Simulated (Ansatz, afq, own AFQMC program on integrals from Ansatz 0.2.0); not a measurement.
# Where AFQMC and coupled cluster stand for BH3F, doublet

```xyz
5

B    -1.4062    0.0000    0.0000
H    -2.0030    1.0336    0.0000
H    -2.0030   -1.0336    0.0000
H     0.0188    0.0000    0.0000
F     1.0118    0.0000    0.0000
```

Connectivity, by distances: BH2 ··· F, 1 bridging H.

Basis cc-pVTZ. Noble-gas cores (and the filled d shells of Ga–Kr and In–Xe) are frozen. AFQMC by an in-house program on the Cholesky factors that Ansatz 0.2.0 writes for its CCSD(T) run. The CISD trial takes its coefficients from CCSD amplitudes. Released means that phaseless walkers are propagated on without the constraint, phases kept. Uncertainties: one standard error, sampling alone.

Determinant: UHF, the one that the program's search chose, which needn't be the lowest solution. The geometry is a point of a scan.

No full CI on the walks' own integrals is used here. The released AFQMC energy serves as the reference, which it does only where one determinant dominates, the energy is flat over the last release times and near the phaseless one (40 meV or 2 meV an electron, half that with transition metals). On small molecules, where full CI could be run and the noise was under 10 meV, such values lay within 10 meV of it in 19 cases of 20, a flattering rate, since the rule was set on those same cases; what remains of the bias isn't in the error bar.

Cautions: the released value is read at 1.62 1/Eh, later times being too noisy (meV from the phaseless value at times in 1/Eh: -6 ± 5 at 0.24, -14 ± 5 at 0.51, -11 ± 7 at 0.99, -20 ± 7 at 1.62, 10 ± 13 at 2.40).

* T1 diagnostic: 0.0130
* weight of the determinant in the CISD state: 0.901
* ⟨S²⟩ of the determinant: 0.762
* size of the correlated space: 13 electrons in 100 orbitals

Reference: AFQMC with the constraint released, correlation energy -10.834 ± 0.007 eV.

```tsv
level	E − E(reference) (kJ/mol)	share of correlation (%)
HF	1045.3 ± 0.6	0.00
MP2	82.5 ± 0.6	92.11
CCSD	30.1 ± 0.6	97.12
CCSD(T)	3.5 ± 0.6	99.67
ph-AFQMC/CISD	1.9 ± 0.8	99.82
```

A walk keeps the symmetry of its determinant, which the program's search chose and which needn't be the lowest solution, so a lower state of the same spin and another symmetry isn't excluded. Released energies are given only where the last usable release times agree within the noise; a slower fall can still hide under it.
